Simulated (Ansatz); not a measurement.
System: 1T (CdI2-type) VSe2 (undistorted form, which takes a superstructure on cooling). Method: r²SCAN (PAW; Ansatz, a first-principles code).

Numerical settings: plane-wave cutoff 500 eV, 12×12×6 k mesh (along the axes of the cell as run), Fermi–Dirac smearing 0.05 eV, scalar-relativistic PAW data made under PBE.

Computed at the level's own relaxed cell.

Task: Predict the volume per atom, equilibrium lattice constant a and c axis length.

Result: 
* **volume per atom**: 20.97 Å³/atom
* **equilibrium lattice constant a**: 3.346 Å
* **c axis length**: 6.488 Å

Note: the cell comes from a level without a dispersion term, which matters for the spacing of layers, chains or molecules; the volume lies 5 % above that of the published cell; the cell has widely spaced layers and the level no dispersion term, so their spacing and the moduli can rest on weak binding.

Static lattice: no zero-point or thermal effects.
